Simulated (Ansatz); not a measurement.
```yaml
crystal:
  periodic: [false, false, false]
  atoms:
    - {symbol: Si, position_ang: [-0.216020, -0.384051, -0.364578]}
    - {symbol: F, position_ang: [1.256253, -0.283067, 0.268804]}
    - {symbol: F, position_ang: [-0.890597, 0.932536, 0.260324]}
    - {symbol: H, position_ang: [-0.872933, -1.540377, 0.185295]}
basis:
  gaussian: {orbitals: def2-TZVP}
magnetization: {spin_polarized: true, initial_magnetization: 1}
hamiltonian: {xc: pbe0}
relax: {f_tol: 0.004, max_steps: 80}
```

```sh
$ ansatz run in.yaml --threads 1 --pin off --events-out ev --progress --plain --max-ram 2176MiB
```

Steps of the relaxation (energy above the last step; positions in Å, forces in eV/Å):

```
4
step 1, 74.0 meV
Si   -0.216   -0.384   -0.365    0.901    1.594    0.396
F     1.256   -0.283    0.269   -0.199   -0.378   -0.373
F    -0.891    0.933    0.260   -0.219   -0.366   -0.374
H    -0.873   -1.540    0.185   -0.483   -0.850    0.351
```

```
4
step 2, 22.0 meV
Si   -0.206   -0.366   -0.349    0.463    0.820    0.280
F     1.274   -0.292    0.261   -0.210   -0.249   -0.216
F    -0.907    0.943    0.252   -0.105   -0.309   -0.215
H    -0.884   -1.561    0.185   -0.149   -0.262    0.151
```

```
4
step 3, 1.4 meV
Si   -0.191   -0.341   -0.346    0.017    0.032    0.164
F     1.284   -0.317    0.256   -0.023   -0.048   -0.059
F    -0.933    0.939    0.247   -0.029   -0.045   -0.059
H    -0.882   -1.557    0.192    0.035    0.061   -0.045
```

```
4
step 6, 0.0 meV
Si   -0.190   -0.337   -0.339    0.000   -0.001    0.000
F     1.288   -0.325    0.253    0.000    0.000    0.000
F    -0.943    0.938    0.244    0.000    0.000    0.000
H    -0.879   -1.551    0.191    0.000    0.001    0.000
```

Close pairs at the end: Si1–H4 1.493 Å, Si1–F3 1.592 Å, Si1–F2 1.592 Å.

A stationary point of unrestricted PBE0 after 6 steps, with ⟨S²⟩ = 0.752 against 0.75 for a pure state; no frequencies were run, so it isn't proven a minimum. 11 s on 1 thread of Intel Xeon 6975P-C, shared host.
